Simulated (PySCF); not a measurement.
Compound: C₃H₂FPS.
Cartesian coordinates in Å at the PBE0-D3(BJ)/def2-SVP level; atoms count from 1:
```xyz
8
C3H2FPS angstrom
F      2.239   -0.250    0.918
C      0.996   -0.163    0.455
C      0.651    0.805   -0.445
S     -0.984    0.780   -0.936
C     -1.438   -0.559    0.015
P     -0.259   -1.314    0.999
H      1.330    1.557   -0.847
H     -2.481   -0.875   -0.054
```

The closed-shell ground state was solved at several levels (PySCF, density fitting, gas phase, non-relativistic).

```csv
level,basis functions,total energy (Eh),HOMO (eV),LUMO (eV),gap (eV),dipole (D)
wB97X-D/pcSseg-2,258,-954.9237,-8.95,0.02,8.97,1.94
B3LYP/def2-SVPD,150,-954.5359,-7.02,-1.79,5.23,1.87
```

(1) What might PBE0/pcSseg-1 (126 basis functions) give for the same quantities?

(2) Over all these levels, which gives the widest orbital gap and which the narrowest?

(3) How far do the dipole and the HOMO energy spread over the levels?

Answers

(1) Total energy -954.3270 Eh, HOMO -7.30 eV, LUMO -1.65 eV, gap 5.65 eV, dipole 1.91 D.

(2) wB97X-D/pcSseg-2 (range-separated hybrid) has the widest, 8.97 eV, and B3LYP/def2-SVPD (global hybrid, 20 % exact exchange) the narrowest, 5.23 eV. Functional and basis both differ between the two, so the spread mixes both effects.

(3) The dipole runs from 1.87 to 1.94 D (mean 1.91 D) and the HOMO from -8.95 to -7.02 eV.

Note: wB97X-D ran without an empirical dispersion term, which enters the total energy and its gradient alone.
